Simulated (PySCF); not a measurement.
## Stretching SH

Set-up: PySCF, no relativity, basis sets H def2-TZVPPD, S def2-TZVPPD. Energies in eV from H + S in their ground configurations at the same level. State: ²Π (doublet), unpaired electrons π ↑.

All columns are PBE. A positive dipole means H(−)S(+).

```
R (Å)  E (eV)  μ (D)  Mulliken charge on H (basis-dependent)  HOMO (eV)  LUMO (eV)  Mayer bond order  ⟨S²⟩
1.158  -3.131  -0.75                                    0.23      -6.28      -5.85              0.96  0.75
1.211  -3.494  -0.75                                    0.22      -6.26      -5.83              0.97  0.75
1.265  -3.709  -0.75                                    0.20      -6.24      -5.82              0.97  0.75
1.306  -3.794  -0.75                                    0.19      -6.23      -5.80              0.98  0.75
1.346  -3.827  -0.75                                    0.18      -6.22      -5.79              0.98  0.75
1.386  -3.818  -0.75                                    0.18      -6.21      -5.78              0.99  0.75
1.440  -3.753  -0.74                                    0.17      -6.20      -5.77              0.99  0.75
1.508  -3.610  -0.74                                    0.16      -6.19      -5.76              0.99  0.75
1.588  -3.374  -0.73                                    0.16      -6.18      -5.75              0.99  0.75
1.696  -2.999  -0.71                                    0.15      -6.17      -5.74              0.99  0.76
```

A fit through these points gives, at Re = 1.356 Å, μ = -0.75 D and dμ/dR = 0.0560 D/Å; the reduced mass is 0.977 u.

Q: How strong is the fundamental in the double-harmonic approximation, I = 42.26·(dμ/dR)²/μred km/mol?

A: I = 42.26·(0.0560)²/0.977 = 0.136 km/mol at PBE.

The state was picked by a PBE0 search and need not be the measured ground state.
